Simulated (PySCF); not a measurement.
# BH2F (SMILES BF) at CCSD(T)/cc-pVTZ

Aim: the vertical singlet–triplet gap of BH2F at CCSD(T)/cc-pVTZ, from 2 runs. Input form: a Python script.

The calculation is run with PySCF 2.14.0.

### 1 The structure to begin with

BH2F: 4 atoms, total charge 0, spin state singlet. As SMILES, `BF`. Geometry: relaxed at PBE0-D4/def2-TZVP.

Bond lengths: B1–F2 1.317 Å, B1–H3 1.197 Å, B1–H4 1.198 Å. Angles: F2–B1–H3 117.8°, F2–B1–H4 117.8°, H3–B1–H4 124.4°.

### 2 A single-point energy at CCSD(T)/cc-pVTZ

Contents of run.py:

```python
# BF
from pyscf import gto, cc

molecule = gto.M(
    atom=[
    ('B', (-0.027300, -0.004000, -0.030800)),
    ('F', (1.061200, -0.296700, 0.649900)),
    ('H', (-1.012500, -0.649100, 0.186200)),
    ('H', (0.034200, 0.889600, -0.825600)),
],
    verbose=3,
    basis='cc-pvtz',
    max_memory=1860,
)

hf = molecule.RHF()
hf.conv_tol = 1e-10
hf.kernel()
if not hf.converged:
    hf = hf.newton().run(hf.mo_coeff, hf.mo_occ)

mycc = cc.CCSD(hf, frozen=2)
mycc.kernel()
e_t = mycc.ccsd_t()
e_final = mycc.e_tot + e_t
print('E(%s) = %.9f' % ('CCSD(T)', e_final))
```

On the command line:

```bash
$ OMP_NUM_THREADS=1 python run.py
```

The log of the run:

```text
converged SCF energy = -125.373425822102
E(CCSD) = -125.7450375035667  E_corr = -0.3716116814651275
CCSD(T) correction = -0.0102685276106486
E(CCSD(T)) = -125.755306031
```

It took 6.3 s on 1 thread of Intel Xeon 6975P-C (Granite Rapids), shared host; peak memory 0.43 GiB.

### 3 The triplet at the same level

Contents of mol.xyz:

```xyz
4

B     -0.027300    -0.004000    -0.030800
F      1.061200    -0.296700     0.649900
H     -1.012500    -0.649100     0.186200
H      0.034200     0.889600    -0.825600
```

Contents of input.py:

```python
from pyscf import gto, scf, cc

mol = gto.M(
    atom='mol.xyz',
    spin=2,
    verbose=3,
    charge=0,
    max_memory=1860,
    basis='cc-pvtz',
)

mf = scf.UHF(mol)
mf.conv_tol = 1e-10
mf.kernel()
if not mf.converged:
    mf = mf.newton().run(mf.mo_coeff, mf.mo_occ)

mycc = cc.CCSD(mf, frozen=2)
mycc.kernel()
e_t = mycc.ccsd_t()
energy = mycc.e_tot + e_t
print('E(%s) = %.9f' % ('CCSD(T)', energy))
```

On the command line:

```bash
$ OMP_NUM_THREADS=1 python input.py
```

The log of the run:

```text
WARN: HOMO 0.0227563461895546 >= LUMO -0.351731997251907

converged SCF energy = -125.150632265904  <S^2> = 2.0193856  2S+1 = 3.012896
E(UCCSD) = -125.5236211814729  E_corr = -0.372988915568901
UCCSD(T) correction = -0.0128770859573012
E(CCSD(T)) = -125.536498267
```

Run time: 30 s. Hardware: 1 thread of Intel Xeon 6975P-C (Granite Rapids), shared host; peak memory 2.5 GiB.

### 4 Summary of results

At CCSD(T)/cc-pVTZ, 2 core orbitals frozen:

```
                                                           quantity          value
                                              singlet: total energy  -125.75531 Eh
                      singlet: dipole moment (Hartree–Fock density)         0.99 D
                       singlet: HOMO energy (Hartree–Fock orbitals)      -13.26 eV
                       singlet: LUMO energy (Hartree–Fock orbitals)        2.38 eV
                     singlet: HOMO–LUMO gap (Hartree–Fock orbitals)       15.63 eV
               singlet: correlation energy (2 core orbitals frozen)     -381.9 mEh
                                            singlet: (T) correction     -10.27 mEh
                                             singlet: T1 diagnostic          0.013
                                              triplet: total energy  -125.53650 Eh
                      triplet: dipole moment (Hartree–Fock density)         1.52 D
triplet: HOMO energy (Hartree–Fock orbitals) (highest over α and β)       -7.03 eV
 triplet: LUMO energy (Hartree–Fock orbitals) (lowest over α and β)       -2.99 eV
               triplet: correlation energy (2 core orbitals frozen)     -385.9 mEh
                                            triplet: (T) correction     -12.88 mEh
                         triplet: ⟨S²⟩ of the reference determinant          2.019
                                             triplet: T1 diagnostic          0.026
                   vertical energy of the triplet above the singlet       5.954 eV
```

**Reading.** At this shape the triplet lies 5.95 eV (574 kJ/mol) above the singlet. Mulliken charges (singlet) of the mean-field density run from -0.27 on F2 to +0.29 on B1; they depend strongly on the basis. The triples (singlet) make up 2.7 % of the correlation energy. The triples (triplet) make up 3.3 % of the correlation energy.
